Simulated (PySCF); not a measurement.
# ClH₅: one-bond stretch

Computed with PBE0 in PySCF with Cl def2-TZVP, H def2-TZVP; no relativity; density-fitted integrals.

Rigid scan from the singlet minimum (Cl–H 1.275 Å, Cl–H 1.559 Å (×4); H–Cl–H 85.5° (×4), H–Cl–H 89.6° (×4), H–Cl–H 171.0° (×2)). Coordinate: the bond from Cl to the last atom (H) scaled, the rest fixed. Energies in kJ/mol from the minimum.

```
scale of one bond  E (kJ/mol)  dipole size (D)
             0.92         6.9             1.20
             0.96         1.6             1.05
             1.00         0.0             1.00
             1.05         2.0             1.08
             1.12         9.9             1.38
             1.20        23.7             1.82
             1.35        56.6             2.62
             1.55       104.1                –
             1.80       158.4                –
             2.20       223.7                –
```

At long bonds a restricted determinant can lie too high, and another spin state can fall below this curve.
